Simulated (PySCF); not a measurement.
Field gradients at the hydrogen positions

Compound: C₅H₈.
Structure used (PBE0-D3(BJ)/def2-SVP), in Å, numbered top down from 1:
```
atom  x, y, z in Å
C1     1.9277   -0.2475    0.5770
C2     0.7342    0.2605   -0.1164
C3     0.0730    1.2062   -0.7162
C4    -0.6422   -0.1076   -0.5911
C5    -1.7954   -0.3099    0.3684
H6     1.6655   -0.6043    1.5863
H7     2.3487   -1.1112    0.0365
H8     2.7059    0.5240    0.6691
H9     0.0116    2.2309   -1.0753
H10   -0.7213   -0.7415   -1.4939
H11   -1.6806    0.3245    1.2617
H12   -2.7592   -0.0549   -0.1030
H13   -1.8638   -1.3586    0.7030
```

Level: PBE0/pcSseg-1 (PySCF, non-relativistic); Q(2H) = 0.00286 b; rigid geometry, the same for H and D, with no vibrational averaging.

**Question.** Give the electric field gradient Vzz (the principal value of largest size), its asymmetry and the 2H coupling at each hydrogen.

**Answer.** 
```tsv
atom	bonded to	bond length (Å)	Vzz (au)	η	χzz (kHz)
H6	C1	1.102	0.2885	0.03	194
H7	C1	1.102	0.2881	0.03	194
H8	C1	1.100	0.2922	0.02	196
H9	C3	1.088	0.3212	0.01	216
H10	C4	1.106	0.2832	0.10	190
H11	C5	1.102	0.2902	0.02	195
H12	C5	1.103	0.2904	0.02	195
H13	C5	1.103	0.2903	0.02	195
```

**Question.** How does χzz go with the bond length over the 8 C–H bonds?

**Answer.** A straight-line fit has a slope of -14.0 kHz for each 0.01 Å, with a correlation coefficient of -0.99, over lengths from 1.088 to 1.106 Å. The longer bonds have the smaller couplings here.

**Question.** A static deuteron (I = 1) shows a doublet split by (3/2)χ, (3/4)χ(1 + η) and (3/4)χ(1 − η) with the field along z, y and x of the gradient. What are these for H11?

**Answer.** With |χ| = 195.0 kHz and η = 0.020: 293, 149 and 143 kHz, to first order and without motion.

Geometry: PBE0-D3(BJ)/def2-SVP; no solvent, vibrations or thermal averaging. A larger basis could move these couplings by a tenth or more.
